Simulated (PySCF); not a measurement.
# OF at HSE06

Level: HSE06. O x2c-TZVPPall, F x2c-TZVPPall; spin-free X2C with a Gaussian nucleus (PySCF 2.14).

For OF, the state is ²Π (doublet), unpaired electrons π ↑. The bond length is 1.333 Å and the harmonic wavenumber is 1158 cm⁻¹. The force constant is 6.87 mdyn/Å, the rotational constant Be is 1.093 cm⁻¹ and the anharmonicity ωexe is 7.65 cm⁻¹. The vibration–rotation constant αe is 0.0111 cm⁻¹ and the well depth De to O + F is 2.32 eV. The dissociation energy D0 is 2.25 eV and the bond order (Mayer) is 1.11. The dipole moment (positive dipole means O(−)F(+)) is 0.04 D.

The state is the lowest determinant that a PBE0 search found; another state may lie lower at other levels.
